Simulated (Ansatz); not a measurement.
**Litharge SnO**

Method: PBEsol in Ansatz (PAW).

Cell: relaxed at this level.

* **interlayer binding energy**: 22.8 meV/Å²
* **layer repeat distance**: 4.748 Å
* **gap between the layers**: 2.444 Å

Note: the cell comes from a level without a dispersion term, which matters for the spacing of layers, chains or molecules.

Spin–orbit coupling is not included.

The computed numbers hold no vibrational or temperature effects.

The result took around 2.6 core-minutes (rough).

Ansatz is a first-principles code.
